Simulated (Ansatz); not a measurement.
System: litharge PbO. Method: PBE-D3(BJ)+SOC in Ansatz (PAW).

Numerical settings: plane-wave cutoff 520 eV, 10×10×8 k mesh (along the axes of the cell as run), PAW data made under PBE.

Cell (relaxed at this level):

```yaml
crystal:
  lattice:
    - [4.01953, 0.00000, 0.00000]
    - [0.00000, 4.01953, 0.00000]
    - [0.00000, 0.00000, 5.00967]
  atoms:
    - { symbol: Pb, position: [0.50000, 0.00000, 0.76147] }
    - { symbol: Pb, position: [0.00000, 0.50000, 0.23853] }
    - { symbol: O, position: [0.50000, 0.50000, 0.00000] }
    - { symbol: O, position: [0.00000, 0.00000, 0.00000] }
```

Estimate the Voigt–Reuss–Hill bulk modulus, polycrystal shear modulus (Hill average), elastic constant C12, elastic constant C33, elastic constant C11, elastic constant C13, elastic constant C44 and elastic constant C66 that the calculation returns.


Voigt–Reuss–Hill bulk modulus: 29.4 GPa
polycrystal shear modulus (Hill average): 11.8 GPa
elastic constant C12: 64.9 GPa
elastic constant C33: 21.4 GPa
elastic constant C11: 65.6 GPa
elastic constant C13: 15.1 GPa
elastic constant C44: 16.8 GPa
elastic constant C66: 56.4 GPa

Elastic constants are with the ions relaxed.

The computed numbers hold no vibrational or temperature effects.

Ansatz is an electronic-structure program.
